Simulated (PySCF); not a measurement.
PySCF input for hydrazine cation (H4N2), SMILES NN (connectivity only; charge and spin as stated), charge +1, multiplicity 2, TDA-CAM-B3LYP/def2-TZVPD. Geometry: ωB97X-D3(BJ)/def2-TZVP. The spin state was assumed, not searched.

```python
import numpy as np
from pyscf import gto, scf, dft, tdscf

mol = gto.M(
    atom='''
    N     0.00000000   -0.00000000   -0.65249130
    N    -0.00000000    0.00000000    0.65249130
    H    -0.00000000   -0.88201311   -1.15056960
    H    -0.00000000    0.88201311   -1.15056960
    H     0.00000000    0.88201311    1.15056960
    H     0.00000000   -0.88201311    1.15056960
    ''',
    basis='def2-TZVPD',
    charge=1,
    spin=1,
    max_memory=1600,
    verbose=4,
)
mf = dft.UKS(mol, xc='cam-b3lyp').density_fit(auxbasis='def2-universal-jkfit')
mf.grids.level = 3
mf.conv_tol = 1e-9
mf.max_cycle = 100
mf.kernel()
fine, coarse = mf.grids, dft.Grids(mol).set(level=1).build(with_non0tab=True)
for _ in range(3):  # follow internal instabilities
    mf.grids = coarse
    mo, _, stable, _ = mf.stability(return_status=True, nroots=4)
    mf.grids = fine
    if stable:
        break
    mf.kernel(mf.make_rdm1(mo, mf.mo_occ))
mf.grids = dft.Grids(mol).set(level=1).build(with_non0tab=True)  # coarser grid for the response kernel
td = tdscf.TDA(mf)
td.nstates = 10
td.conv_tol = 1e-4
td.positive_eig_threshold = 1e-6
td.kernel(x0=td.get_init_guess(mf, 15))
td.analyze()
```

Program output:

```
PySCF version 2.14.0

[INPUT] verbose = 4
[INPUT] num. atoms = 6
[INPUT] num. electrons = 17
[INPUT] charge = 1
[INPUT] spin (= nelec alpha-beta = 2S) = 1
[INPUT] symmetry False subgroup None
[INPUT] Mole.unit = angstrom
[INPUT] Symbol           X                Y                Z      unit          X                Y                Z       unit  Magmom
[INPUT]  1 N      0.000000000000   0.000000000000  -0.652491300000 AA    0.000000000000   0.000000000000  -1.233029855661 Bohr   0.0
[INPUT]  2 N      0.000000000000   0.000000000000   0.652491300000 AA    0.000000000000   0.000000000000   1.233029855661 Bohr   0.0
[INPUT]  3 H      0.000000000000  -0.882013110000  -1.150569600000 AA    0.000000000000  -1.666763216176  -2.174261431250 Bohr   0.0
[INPUT]  4 H      0.000000000000   0.882013110000  -1.150569600000 AA    0.000000000000   1.666763216176  -2.174261431250 Bohr   0.0
[INPUT]  5 H      0.000000000000   0.882013110000   1.150569600000 AA    0.000000000000   1.666763216176   2.174261431250 Bohr   0.0
[INPUT]  6 H      0.000000000000  -0.882013110000   1.150569600000 AA    0.000000000000  -1.666763216176   2.174261431250 Bohr   0.0

nuclear repulsion = 43.3042628100553
number of shells = 46
number of NR pGTOs = 148
number of NR cGTOs = 110
basis = def2-TZVPD
ecp = {}


[settings echo left out]
init E= -112.066308152819
  alpha nocc = 9  HOMO = -0.153672405759131  LUMO = 0.01007670048472
  beta  nocc = 8  HOMO = -0.423394390739197  LUMO = -0.153672405759139

WARN: HOMO -0.153672405759131 >= LUMO -0.153672405759139

cycle= 1 E= -111.556281214788  delta_E= 0.51  |g|= 0.189  |ddm|= 1.16
  alpha nocc = 9  HOMO = -0.609008635986601  LUMO = -0.182011373139802
  beta  nocc = 8  HOMO = -0.764187417934725  LUMO = -0.345456040807374
  HOMO = -0.609008635987  LUMO = -0.345456040807  gap/eV = 7.17163
cycle= 2 E= -111.569854679156  delta_E= -0.0136  |g|= 0.142  |ddm|= 0.216
  alpha nocc = 9  HOMO = -0.558145673069479  LUMO = -0.168831167767815
  beta  nocc = 8  HOMO = -0.706159063947585  LUMO = -0.291390790899644
  HOMO = -0.558145673069  LUMO = -0.2913907909  gap/eV = 7.25877
cycle= 3 E= -111.577393030509  delta_E= -0.00754  |g|= 0.0191  |ddm|= 0.0737
  alpha nocc = 9  HOMO = -0.560731506307231  LUMO = -0.16639452130761
  beta  nocc = 8  HOMO = -0.703969609742185  LUMO = -0.288399255828327
  HOMO = -0.560731506307  LUMO = -0.288399255828  gap/eV = 7.41054
cycle= 4 E= -111.577601050516  delta_E= -0.000208  |g|= 0.00317  |ddm|= 0.0268
  alpha nocc = 9  HOMO = -0.561516200770566  LUMO = -0.166267498077962
  beta  nocc = 8  HOMO = -0.703402760680252  LUMO = -0.287674168515711
  HOMO = -0.561516200771  LUMO = -0.287674168516  gap/eV = 7.45162
cycle= 5 E= -111.57761358513  delta_E= -1.25e-05  |g|= 0.000884  |ddm|= 0.00441
  alpha nocc = 9  HOMO = -0.561757995729973  LUMO = -0.166278531677178
  beta  nocc = 8  HOMO = -0.70328378810137  LUMO = -0.287616826810048
  HOMO = -0.56175799573  LUMO = -0.28761682681  gap/eV = 7.45976
cycle= 6 E= -111.577614606705  delta_E= -1.02e-06  |g|= 0.000222  |ddm|= 0.00137
  alpha nocc = 9  HOMO = -0.561745693408152  LUMO = -0.166272523346528
  beta  nocc = 8  HOMO = -0.70326593002034  LUMO = -0.287587938037806
  HOMO = -0.561745693408  LUMO = -0.287587938038  gap/eV = 7.46021
cycle= 7 E= -111.577614659139  delta_E= -5.24e-08  |g|= 4.74e-05  |ddm|= 0.000289
  alpha nocc = 9  HOMO = -0.561745173914172  LUMO = -0.166274362006428
  beta  nocc = 8  HOMO = -0.703270840145148  LUMO = -0.287594986834716
  HOMO = -0.561745173914  LUMO = -0.287594986835  gap/eV = 7.46001
cycle= 8 E= -111.577614661745  delta_E= -2.61e-09  |g|= 6.41e-06  |ddm|= 6.91e-05
  alpha nocc = 9  HOMO = -0.561742955739302  LUMO = -0.166273911817538
  beta  nocc = 8  HOMO = -0.703270860348969  LUMO = -0.287594309939745
  HOMO = -0.561742955739  LUMO = -0.28759430994  gap/eV = 7.45996
cycle= 9 E= -111.577614661795  delta_E= -4.94e-11  |g|= 6.49e-07  |ddm|= 1.62e-05
  alpha nocc = 9  HOMO = -0.561743195030385  LUMO = -0.166273984847482
  beta  nocc = 8  HOMO = -0.703271165659199  LUMO = -0.287594522311753
  HOMO = -0.56174319503  LUMO = -0.287594522312  gap/eV = 7.45997
Extra cycle  E= -111.577614661795  delta_E= -1.42e-13  |g|= 3.12e-07  |ddm|= 1.44e-06
converged SCF energy = -111.577614661795  <S^2> = 0.75477808  2S+1 = 2.0047724
tot grids = 20128
uhf_internal: lowest eigs of H = [0.44721292 0.47357309 0.5361735  0.56608996]
<class 'pyscf.df.df_jk.DFUKS'> wavefunction is stable in the internal stability analysis
tot grids = 20128
Overwritten attributes  positive_eig_threshold  of <class 'pyscf.tdscf.uks.TDA'>


******** <class 'pyscf.tdscf.uks.TDA'> for <class 'pyscf.df.df_jk.DFUKS'> ********
nstates = 10
deg_eia_thresh = 1.000e-03
wfnsym = None
conv_tol = 0.0001
eigh lindep = 1e-12
eigh level_shift = 0
eigh max_cycle = 100


Excitation energies (eV)
[ 6.51782876  6.82269313  7.40160777  7.79233713  8.50541433  9.93253032
 10.16905673 10.23273172 10.5064034  10.552175  ]

** Excitation energies and oscillator strengths **
Excited State   1:      6.51783 eV    190.22 nm  f=0.0000
       9a ->   10a      0.98295
       9a ->   13a     -0.10269
       9a ->   23a     -0.11462
Excited State   2:      6.82269 eV    181.72 nm  f=0.1739
       9a ->   14a      0.15922
       8b ->    9b      0.96082
Excited State   3:      7.40161 eV    167.51 nm  f=0.0038
       9a ->   11a      0.97131
       9a ->   21a     -0.18539
Excited State   4:      7.79234 eV    159.11 nm  f=0.0000
       9a ->   12a      0.98231
       9a ->   24a      0.13082
Excited State   5:      8.50541 eV    145.77 nm  f=0.0000
       7b ->    9b     -0.99183
Excited State   6:      9.93253 eV    124.83 nm  f=0.0000
       9a ->   10a      0.10747
       9a ->   13a      0.94908
       9a ->   16a      0.22976
       9a ->   31a     -0.11328
       6b ->    9b     -0.11473
Excited State   7:     10.16906 eV    121.92 nm  f=0.0000
       8a ->   12a     -0.14909
       9a ->   15a      0.96420
       9a ->   27a      0.16505
Excited State   8:     10.23273 eV    121.16 nm  f=0.0065
       9a ->   14a      0.97932
       8b ->    9b     -0.15262
Excited State   9:     10.50640 eV    118.01 nm  f=0.0151
       9a ->   18a      0.19364
       8b ->   10b     -0.95576
       8b ->   13b      0.11474
       8b ->   23b      0.11128
Excited State  10:     10.55218 eV    117.50 nm  f=0.0000
       8a ->   11a     -0.10537
       9a ->   13a      0.25634
       9a ->   16a     -0.80141
       6b ->    9b      0.51463

** Transition electric dipole moments (AU) **
state          X           Y           Z        Dip. S.      Osc.
  1         0.0000     -0.0000      0.0000      0.0000      0.0000
  2        -0.0000     -0.0000     -1.0200      1.0403      0.1739
  3        -0.1445     -0.0000     -0.0000      0.0209      0.0038
  4        -0.0000     -0.0000      0.0000      0.0000      0.0000
  5        -0.0000      0.0000     -0.0000      0.0000      0.0000
  6        -0.0000      0.0000      0.0000      0.0000      0.0000
  7        -0.0000     -0.0000      0.0000      0.0000      0.0000
  8         0.0000     -0.0000     -0.1609      0.0259      0.0065
  9        -0.2424     -0.0000      0.0000      0.0587      0.0151
 10        -0.0000     -0.0000      0.0000      0.0000      0.0000

** Transition velocity dipole moments (imaginary part, AU) **
state          X           Y           Z        Dip. S.      Osc.
  1        -0.0000     -0.0000      0.0000      0.0000      0.0000
  2         0.0000     -0.0000     -0.0836      0.0070      0.0186
  3        -0.1220     -0.0000     -0.0000      0.0149      0.0365
  4        -0.0000     -0.0000     -0.0000      0.0000      0.0000
  5        -0.0000      0.0000     -0.0000      0.0000      0.0000
  6         0.0000      0.0000      0.0000      0.0000      0.0000
  7        -0.0000     -0.0000      0.0000      0.0000      0.0000
  8         0.0000      0.0000     -0.1051      0.0110      0.0196
  9        -0.1157     -0.0000     -0.0000      0.0134      0.0231
 10        -0.0000     -0.0000     -0.0000      0.0000      0.0000

** Transition magnetic dipole moments (imaginary part, AU) **
state          X           Y           Z
  1        -0.0000      0.4663     -0.0000
  2        -0.0000      0.0000      0.0000
  3        -0.0000     -0.0000     -0.0000
  4        -0.0000     -0.0000      0.0000
  5        -0.0000      0.0000     -0.9929
  6         0.0000      0.2423     -0.0000
  7         0.0000     -0.0000     -0.0216
  8        -0.0000     -0.0000     -0.0000
  9         0.0000      0.0000     -0.0000
 10         0.0000      0.1015      0.0000
```

Self-consistency was reached.

Cost: around 60 core-seconds (rough).
